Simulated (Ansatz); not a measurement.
Compare A (`O[SiH]O`•) with its isomer B (`[O][SiH2]O`•).

Gas-phase electronic energies from Ansatz, PBE0-D4/def2-TZVP geometries. CBS: MP2 limit from def2 TZ/QZ plus the TZ coupled-cluster correction, frozen cores. Functionals use def2-TZVPP. B3LYP here is the variant with VWN-RPA as its local correlation; programs differ in this. No spin–orbit coupling; open shells (•) take unrestricted orbitals. One conformer a species, not always the lowest.

Task: Which is lower in electronic energy at CCSD(T)/CBS, and by how much? (Best estimate.)

Result: Computed: A, by 111.8 kJ/mol.

Task: Give E(B) − E(A) in kJ/mol with PBE-D4, CCSD(T)/def2-TZVPP, B3LYP-D4, BLYP-D4, MP2/def2-TZVPP, CCSD/def2-TZVPP, ωB97M-V. (Estimate.)

Result: The calculation gave: PBE-D4 109.6, CCSD(T)/def2-TZVPP 103.9, B3LYP-D4 97.6, BLYP-D4 96.0, MP2/def2-TZVPP 136.5, CCSD/def2-TZVPP 98.1, ωB97M-V 98.1. None reverses the order clearly.

Task: Does the order hold for the free energy at 298.15 K (harmonic terms from PBE0-D4)? (Estimate.)

Result: The calculation gave: Yes: G(B) − G(A) = +105.0 kJ/mol, for one conformer each.

Largest T1 diagnostic: 0.019.

Leaving LDA and LC-ωPBE aside and taking each functional with its dispersion term where it has one, the values, not all of them listed here, spread over 29.0 kJ/mol, from BHLYP-D4 to PBE-QIDH. LDA lies +22.3 kJ/mol from PBE without D4. In def2-TZVPP, CCSD(T) changes the Hartree–Fock value by +60.9 kJ/mol (the triples alone add +5.8 kJ/mol) and MP2 by +93.5 kJ/mol.
